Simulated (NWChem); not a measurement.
System: C2H6O anion, doublet; SMILES of the neutral closed-shell parent C(C)O

Here is an NWChem input.

```
start job
memory heap 200 mb stack 900 mb global 1100 mb
charge -1
geometry units angstroms noautoz
  C      0.255298    -1.240985     0.052142
  C     -0.504813     0.081435    -0.005211
  O      0.322288     1.229127     0.117462
  H     -0.465555    -2.087139    -0.015555
  H      0.820148    -1.332601     0.993175
  H      0.957288    -1.316694    -0.794320
  H     -1.080804     0.123767    -0.951270
  H     -1.234089     0.125427     0.819043
  H      0.738072     1.406733    -0.759755
end
basis spherical
  * library 6-31+g*
end
dft
  odft
  mult 2
  xc r2scan0
  iterations 150
  mulliken
end
task dft energy
```

Parts of the log:

```
             Northwest Computational Chemistry Package (NWChem) 7.3.0
             --------------------------------------------------------

 C1  symmetry detected

                             Geometry "geometry" -> ""
                             -------------------------

 Output coordinates in angstroms (scale by  1.889725989 to convert to a.u.)

  No.       Tag          Charge          X              Y              Z
 ---- ---------------- ---------- -------------- -------------- --------------
    1 C                    6.0000     0.26286891    -1.22556169     0.02527512
    2 C                    6.0000    -0.53926052     0.07270720    -0.00536861
    3 O                    8.0000     0.25597453     1.24556677     0.08597297
    4 H                    1.0000    -0.43353217    -2.09364568    -0.01527424
    5 H                    1.0000     0.86428649    -1.29786819     0.94509074
    6 H                    1.0000     0.93545922    -1.28130069    -0.84623803
    7 H                    1.0000    -1.15046978     0.09540008    -0.92975681
    8 H                    1.0000    -1.23893879     0.09585987     0.84497703
    9 H                    1.0000     0.63374850     1.43414739    -0.80602147

 Effective nuclear repulsion energy (a.u.)      81.0742073703

                                 NWChem DFT Module
                                 -----------------

 Summary of "ao basis" -> "ao basis" (spherical)
 ------------------------------------------------------------------------------
       Tag                 Description            Shells   Functions and Types
 ---------------- ------------------------------  ------  ---------------------
 C                          6-31+g*                  8       18   4s3p1d
 O                          6-31+g*                  8       18   4s3p1d
 H                          6-31+g*                  2        2   2s

            General Information
            -------------------
          SCF calculation type: DFT
          Wavefunction type:  spin polarized.
          No. of atoms     :     9
          No. of electrons :    27
           Alpha electrons :    14
            Beta electrons :    13
          Charge           :    -1
          Spin multiplicity:     2
          Use of symmetry is: off; symmetry adaption is: off
          Maximum number of iterations: 150
          AO basis - number of functions:    66
                     number of shells:    36
          Convergence on energy requested:  1.00D-06
          Convergence on density requested:  1.00D-05
          Convergence on gradient requested:  5.00D-04

              XC Information
              --------------
                     r^2SCAN0 Method XC Functional
                     Hartree-Fock (Exact) Exchange  0.250
               r^2SCAN metaGGA Exchange Functional  0.750
                     r^2SCAN Correlation Potential  1.000

             Grid Information
             ----------------
          Grid used for XC integration:  medium
          Radial quadrature: Mura-Knowles
          Angular quadrature: Lebedev.
          Tag              B.-S. Rad. Rad. Pts. Rad. Cut. Ang. Pts.
          ---              ---------- --------- --------- ---------
          C                   0.70       49          10.0       434
          O                   0.60       49          11.0       434
          H                   0.35       45          10.0       434
          Grid pruning is: on
          Number of quadrature shells:   417
          Spatial weights used:  Erf1

      Superposition of Atomic Density Guess
      -------------------------------------

 Sum of atomic energies:        -153.07312017

 Renormalizing density from      26.00 to     27

      Non-variational initial energy
      ------------------------------

 Total energy =    -158.501481
 1-e energy   =    -381.104282
 2-e energy   =     141.528594
 HOMO         =       0.231766
 LUMO         =       0.240342

     ---------------------------------------------
      Total Density - Mulliken Population Analysis
     ---------------------------------------------

    Atom       Charge   Shell Charges
 -----------   ------   -------------------------------------------------------
    1 C    6     5.09   2.00  0.67  1.73  0.69  1.21 -4.27  3.04  0.03
    2 C    6     8.35   2.00  0.63  1.50  0.58  0.86  0.48  2.26  0.06
    3 O    8     8.62   2.00  0.86  2.65  0.98  2.01 -0.07  0.19  0.02
    4 H    1     0.86   0.48  0.38
    5 H    1     0.84   0.49  0.36
    6 H    1     0.84   0.48  0.35
    7 H    1     0.94   0.50  0.43
    8 H    1     0.93   0.51  0.42
    9 H    1     0.53   0.40  0.13

     --------------------------------------------
      Spin Density - Mulliken Population Analysis
     --------------------------------------------

    Atom       Charge   Shell Charges
 -----------   ------   -------------------------------------------------------
    1 C    6    -1.33   0.00  0.01  0.01 -0.00 -0.02 -4.24  2.92  0.00
    2 C    6     2.36   0.00  0.00  0.00 -0.00 -0.01  0.18  2.18  0.00
    3 O    8    -0.03   0.00  0.00  0.00 -0.00  0.00  0.00 -0.04  0.00
    4 H    1    -0.00   0.00 -0.00
    5 H    1    -0.01   0.00 -0.01
    6 H    1    -0.01   0.00 -0.01
    7 H    1     0.01  -0.00  0.01
    8 H    1     0.01   0.00  0.01
    9 H    1    -0.00   0.00 -0.00

[...]
```

Level: r2SCAN0/6-31+G* (spherical d), spin-unrestricted. Geometry: optimised at B3LYP/def2-SVPD, spin-unrestricted. Not confirmed as a minimum by frequencies. This spin state was assumed; another may lie lower. No stability test was run on the SCF state. The highest occupied level is positive, so the extra electron may be held by the finite basis.
